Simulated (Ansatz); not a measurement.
# H2OS: the cost of one run

Computed with Ansatz 0.2.0 (the levels named in each step, unless a step's input says otherwise).

**1. Starting point**

Bond lengths: O1–S2 1.660 Å, O1–H3 0.964 Å, S2–H4 1.347 Å. Angles: O1–S2–H4 97.1°, S2–O1–H3 109.6°.

Coordinates:

```xyz
4

O    -0.9659   -0.2495    0.4479
S     0.4903    0.1716   -0.2288
H    -1.5004   -0.7210   -0.2014
H     1.2343   -0.7783    0.3699
```

**2. A rough first relaxation, PBE-D4/def2-SVP**

This run stands in another session on the same molecule. It ended at:

```xyz
4

O    -1.0191   -0.1889    0.4566
S     0.4940    0.1936   -0.2161
H    -1.4566   -0.7667   -0.2006
H     1.2400   -0.8152    0.3477
```

**3. Relaxation, HF/STO-3G**

Input file input.yaml:

```yaml
crystal:
  periodic: [false, false, false]
  atoms:
    - { symbol: O, position_ang: [-1.01914369, -0.18886607, 0.45655966] }
    - { symbol: S, position_ang: [0.4940288, 0.19357678, -0.21606549] }
    - { symbol: H, position_ang: [-1.45655236, -0.76674093, -0.20061339] }
    - { symbol: H, position_ang: [1.23995726, -0.81521978, 0.34771923] }
basis:
  gaussian: { orbitals: STO-3G }
hamiltonian:
  xc: hf
relax:
  f_tol: 0.002
  max_steps: 150
```

Run with:

```console
$ ansatz run input.yaml --threads 2 --pin off --max-ram 5120MiB --backend cpu --events-out ev --progress --plain --runs-dir out
```

What time and memory should one allow on 2 threads of Intel Xeon Platinum 8259CL at 2.50GHz (Skylake/Cascade Lake), shared host?

About 1.1 s, with a peak of 0.1 GiB.
